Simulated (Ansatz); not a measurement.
Rock-salt CaO, relaxed in Ansatz (plane waves) with several semilocal functionals. Each gives its own volume and its own bulk modulus:

```json
[
 {"level": "LDA", "V0 (Å³/atom)": "13.043", "bulk modulus B0 (GPa)": "128.8", "ln V0": "2.5683", "ln B0": "4.8583"},
 {"level": "PBEsol-D3(BJ)", "V0 (Å³/atom)": "13.162", "bulk modulus B0 (GPa)": "123.7", "ln V0": "2.5773", "ln B0": "4.8179"},
 {"level": "PBE-D3(BJ)", "V0 (Å³/atom)": "13.681", "bulk modulus B0 (GPa)": "112.4", "ln V0": "2.6160", "ln B0": "4.7221"},
 {"level": "r²SCAN", "V0 (Å³/atom)": "13.778", "bulk modulus B0 (GPa)": "116.9", "ln V0": "2.6231", "ln B0": "4.7613"},
 {"level": "PBE", "V0 (Å³/atom)": "14.093", "bulk modulus B0 (GPa)": "105.3", "ln V0": "2.6457", "ln B0": "4.6568"},
 {"level": "BLYP", "V0 (Å³/atom)": "14.438", "bulk modulus B0 (GPa)": "101.7", "ln V0": "2.6699", "ln B0": "4.6220"}
]
```

Task: Fit a straight line to ln B0 against ln V0. What does it predict for PBEsol, whose volume is 13.543 Å³/atom?

Result: With x = ln V0 and y = ln B0: means 2.61672 and 4.73973; Σ(Δx Δy) = -0.01734, Σ(Δx²) = 0.007608, so the slope is -2.28. At x = 2.6059 the line gives y = 4.73973 + (-2.28) × (2.6059 − 2.61672) = 4.7644, or 117.3 GPa. The run with PBEsol gives 115.4 GPa, -1.6 % from the line. The rows used scatter about it by up to 3.7 %, while the largest value lies 27 % above the smallest. For comparison, PBE's own equation of state has B′ = 4.3, the slope −d ln B/d ln V at a fixed functional; the two needn't agree, since functionals also differ at one volume.

Measured: 120 GPa (measured, low temperature, extrapolated to 0 K; as tabulated in Chen et al. (2018), doi:10.1103/physrevmaterials.2.073803).

Ansatz's density-functional and Hartree–Fock values are scalar-relativistic unless marked +SOC, with PAW data made under PBE.

Ansatz is a program for electronic structure.
